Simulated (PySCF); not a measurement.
Run record for `O=C1CO[C@H]1F`: KT3/def2-SVPD, TDA, 12 singlets.

Method: TDA KT3/def2-SVPD, vertical, gas phase, core orbitals frozen in the response (PySCF 2.14.0, density-fitted response routines). Geometry: GFN2-xTB. The command runs a driver script over a list of jobs; the input below is this job's line of settings and its coordinates in Å.

Command:
```bash
OMP_NUM_THREADS=1 python probes_run.py task.json out
```

Input:
```
{"job": {"kind": "uv", "xc": "KT3", "basis": "def2-SVPD", "nstates": 12, "ntriplets": 5, "tda": true}, "charge": 0, "multiplicity": 1}
O     -0.744778     1.774609     0.729160
C     -0.302848     0.766871     0.286547
C      0.969849     0.309279    -0.390183
O      0.416239    -1.009051    -0.529662
C     -0.779676    -0.688059     0.131535
F     -0.915038    -1.357276     1.309749
H      1.858359     0.321666     0.247551
H      1.197033     0.773535    -1.352816
H     -1.685579    -0.885581    -0.457062
```

**Question.** What does the run print?

**Answer.** 
```
coarse grid: 8376 points
cycle   1  E = -370.7776181583  dE =  1.054e+00  |g| = 1.102e+00  |ddm| = 4.082e+00
cycle   2  E = -369.4252116219  dE =  1.352e+00  |g| = 2.777e+00  |ddm| = 4.193e+00
cycle   3  E = -370.9815553346  dE = -1.556e+00  |g| = 3.426e-01  |ddm| = 3.574e+00
cycle   4  E = -370.9983560464  dE = -1.680e-02  |g| = 2.159e-01  |ddm| = 5.796e-01
cycle   5  E = -371.0069797799  dE = -8.624e-03  |g| = 4.932e-02  |ddm| = 2.351e-01
cycle   6  E = -371.0074712585  dE = -4.915e-04  |g| = 1.595e-02  |ddm| = 6.373e-02
cycle   7  E = -371.0075118681  dE = -4.061e-05  |g| = 6.195e-03  |ddm| = 1.843e-02
cycle   8  E = -371.0075197597  dE = -7.892e-06  |g| = 9.125e-04  |ddm| = 6.853e-03
final grid: 83760 points
cycle   9  E = -371.1164316657  dE = -1.637e-05  |g| = 3.304e-02  |ddm| = 2.813e-01
cycle  10  E = -371.1155600744  dE =  8.716e-04  |g| = 7.531e-02  |ddm| = 9.356e-02
cycle  11  E = -371.1166098675  dE = -1.050e-03  |g| = 8.986e-03  |ddm| = 6.910e-02
cycle  12  E = -371.1166260084  dE = -1.614e-05  |g| = 1.710e-03  |ddm| = 8.554e-03
cycle  13  E = -371.1166265077  dE = -4.993e-07  |g| = 6.156e-04  |ddm| = 2.443e-03
cycle  14  E = -371.1166265841  dE = -7.635e-08  |g| = 1.570e-04  |ddm| = 7.801e-04
cycle  15  E = -371.1166265890  dE = -4.987e-09  |g| = 2.905e-05  |ddm| = 2.125e-04
cycle  16  E = -371.1166265892  dE = -2.043e-10  |g| = 5.464e-06  |ddm| = 4.842e-05
converged SCF energy = -371.1166265892

Static polarisability (au): isotropic 42.981, principal 34.935 46.252 47.758

Singlet excitations
state   eV       nm        f      main configurations
  1   4.0179    308.6   0.00015   H->L 1.00
  2   4.9697    249.5   0.00072   H-1->L 0.99
  3   6.4423    192.5   0.00070   H-2->L 0.99
  4   6.5939    188.0   0.05112   H->L+1 0.98
  5   6.6547    186.3   0.00352   H-3->L 0.97
  6   6.7830    182.8   0.00097   H->L+2 0.97
  7   7.3710    168.2   0.00315   H->L+3 0.95
  8   7.4564    166.3   0.00440   H-1->L+1 0.97
  9   7.6219    162.7   0.00229   H->L+4 0.96
 10   7.6577    161.9   0.00902   H-5->L 0.60, H-4->L 0.32
 11   7.7565    159.8   0.00927   H-1->L+2 0.96
 12   8.1346    152.4   0.00673   H->L+5 0.98

Triplet excitations (Tamm-Dancoff, eV): 3.4354 4.5632 5.9309 6.0483 6.4395
```

The SCF starts on a coarse grid where the log names one; the energy can jump when the final grid takes over, and dE then counts from the start density on the new grid. H and L stand for HOMO and LUMO; the number after each pair is its weight.

**Question.** Which computed singlet has the largest oscillator strength, and what do all of them sum to?

**Answer.** State 4 at 6.59 eV (188 nm), f = 0.051; the 12 states sum to 0.092.

**Question.** How does the lowest singlet excitation compare with the HOMO–LUMO gap?

**Answer.** HOMO -6.82 eV and LUMO -2.99 eV give a gap of 3.83 eV; S1 at 4.02 eV lies 0.19 eV above it.

In short: SCF converged in 16 cycles with 153 basis and 543 fitting functions; HOMO -6.82 eV, LUMO -2.99 eV; lowest singlet 4.02 eV; lowest triplet 3.44 eV (Tamm–Dancoff); mean polarisability 43.0 au.

Rough CPU time on one thread of a shared machine: about 40 s.
